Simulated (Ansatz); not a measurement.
hydrazine cation (H₄N₂), SMILES NN (connectivity only; charge and spin as stated), charge +1, multiplicity 2.

Coordinates come from a ωB97X-D3(BJ)/def2-TZVP optimisation. The multiplicity is an assumed one; other spin states were not compared.

Two levels are set side by side: PBE/def2-TZVPD (Ansatz, an electronic-structure program) and CAM-B3LYP/def2-TZVPD (Ansatz). Energy differences of separate SCF runs at the same geometry; the states with an electron removed or added have multiplicity 1 and 1. Differences are taken from unrounded values.

```csv
quantity,CAM-B3LYP
vertical ionisation energy (eV),17.04
vertical electron affinity (eV),6.49
```

Problem. What does PBE give, and how far is it from CAM-B3LYP? (An estimate is asked for; the answer gives what the named calculation found.)

Solution. 
```csv
quantity,PBE,PBE minus CAM-B3LYP
vertical ionisation energy (eV),16.75,-0.29
vertical electron affinity (eV),6.31,-0.18
```
